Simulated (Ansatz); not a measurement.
# Crystal structures of carbon under BLYP

These are results of Ansatz 0.2.0, DFT, BLYP, plane waves (420 eV) with PAW, scalar-relativistic, not measurements. The PAW files were generated under PBE, with cores re-solved for the functional.

Each structure is relaxed within its own symmetry, so a high-lying one may be dynamically unstable. No dispersion correction is added.

```json
{"structure": "graphite", "ΔE (meV/atom)": "0", "V (Å³/atom)": "15.87", "cell": "a = 2.474 Å, c = 11.975 Å (c/a = 4.841)", "magnetic state": "spin not included"}
{"structure": "diamond", "ΔE (meV/atom)": "309", "V (Å³/atom)": "5.82", "cell": "a = 3.597 Å", "magnetic state": "spin not included"}
{"structure": "lonsdaleite", "ΔE (meV/atom)": "337", "V (Å³/atom)": "5.84", "cell": "a = 2.530 Å, c = 4.211 Å (c/a = 1.664)", "magnetic state": "spin not included"}
{"structure": "simple cubic", "ΔE (meV/atom)": "3086", "V (Å³/atom)": "5.86", "cell": "a = 1.803 Å", "magnetic state": "spin not included"}
{"structure": "bcc", "ΔE (meV/atom)": "4631", "V (Å³/atom)": "7.48", "cell": "a = 2.464 Å", "magnetic state": "spin not included"}
{"structure": "fcc", "ΔE (meV/atom)": "4776", "V (Å³/atom)": "8.22", "cell": "a = 3.204 Å", "magnetic state": "spin not included"}
{"structure": "A15", "ΔE (meV/atom)": "4777", "V (Å³/atom)": "8.17", "cell": "a = 4.028 Å", "magnetic state": "spin not included"}
```

ΔE counts from graphite.

Differences under about 8 meV lie within the error of the k-point mesh.

This functional, with no dispersion term, lets the cell expand far past the measured one (graphite).
